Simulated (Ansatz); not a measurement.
C2H5Al, SMILES C=[CH][AlH2], a rigid scan of one bond length

With Ansatz's Python interface.

Typed at the interpreter:
```pycon
>>> import warnings
>>> import ansatz as az
>>> import numpy as np
>>> config = {
...     'basis': 'def2-SVP',
...     'xc': 'PBE',
...     'vdw': 'd4',
... }
>>> warnings.simplefilter('ignore', az.DeckWarning)
>>> geometry_ang = [
...     ('C', (-1.0345, 0.8171, -0.3482)),
...     ('C', (0.1387, 0.6499, 0.1201)),
...     ('Al', (0.8671, -1.1635, 0.2428)),
...     ('H', (-1.6284, 0.0455, -0.696)),
...     ('H', (-1.4733, 1.8645, -0.4414)),
...     ('H', (0.7464, 1.5084, 0.447)),
...     ('H', (2.3989, -1.3722, 0.8425)),
...     ('H', (0.0771, -2.4069, -0.2226)),
... ]
>>> geometry = az.Crystal.molecule()
>>> for symbol, xyz in geometry_ang:
...     geometry = geometry.atom(symbol, xyz)
...
>>> symbols = [site.symbol for site in geometry.cartesian_sites]
>>> start = np.array([site.position_ang for site in geometry.cartesian_sites])
>>> axis = (start[6] - start[2]) / np.linalg.norm(start[6] - start[2])
>>> moving = [6]
>>> lengths, energies = [1.41, 1.53, 1.66, 1.82, 2.07, 2.49, 2.98, 3.65], []
>>> for length in lengths:
...     xyz = start.copy()
...     xyz[moving] += (length - np.linalg.norm(start[6] - start[2])) * axis
...     point = az.Crystal.molecule()
...     for symbol, place in zip(symbols, xyz):
...         point = point.atom(symbol, place.tolist())
...     calc = (
...         point.calculation()
...         .basis(gaussian=config['basis'])
...         .functional(config['xc'], dispersion=config['vdw'])
...     )
...     rep = calc.run(threads=1).report
...     energies.append(rep['free_energy_ev'])
...     print(f'r = {length:6.3f} A  E = {energies[-1]:.5f} eV  <S^2> = {abs(rep["mean_field"]["state"]["spin_squared"]):.3f}')
...
r =  1.410 A  E = -8739.96464 eV  <S^2> = 0.000
r =  1.530 A  E = -8740.23780 eV  <S^2> = 0.000
r =  1.660 A  E = -8740.26183 eV  <S^2> = 0.000
r =  1.820 A  E = -8740.06528 eV  <S^2> = 0.000
r =  2.070 A  E = -8739.54252 eV  <S^2> = 0.000
r =  2.490 A  E = -8738.49981 eV  <S^2> = 0.000
r =  2.980 A  E = -8737.46889 eV  <S^2> = 0.000
r =  3.650 A  E = -8736.51479 eV  <S^2> = 0.000
>>> print('energy above the lowest point (eV):', [round(e - min(energies), 3) for e in energies])
energy above the lowest point (eV): [0.297, 0.024, 0.0, 0.197, 0.719, 1.762, 2.793, 3.747]
```

Caveats:
- Total energies depend on the basis set; only differences at equal settings carry meaning.
- The rest of the molecule is held rigid at a force-field or estimated start geometry, and the basis set is modest; single-reference methods fail as a bond breaks.
- The orbitals are restricted, so S² is zero by construction.
- Toward dissociation an unrestricted state can lie under the restricted one, by tenths of an eV for polar bonds under a functional and by 1 to 2 eV or more for others.
- The whole script took 9.6 s on 1 thread of Arm Neoverse V2 (shared host), peak memory 0.17 GiB.
